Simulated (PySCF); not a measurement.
# Ionisation energy of Li by level of theory

Li [He] 2s1 (2S) → Li⁺ 1s2 (1S), as a difference of total energies. Calculation: PySCF 2.14, in jorge-DZP-DKH (4s2p1d, 15 functions); the spin-free X2C one-electron Hamiltonian (Gaussian nucleus). The calculations carry no spin-orbit coupling.

```
method  ionisation energy (eV)  error (eV)
   UHF                   5.333      -0.059
   PBE                   5.583      +0.191
M06-2X                   5.397      +0.005
```

Reference: 5.392 eV (measured; NIST Atomic Spectra Database, ionization energies).
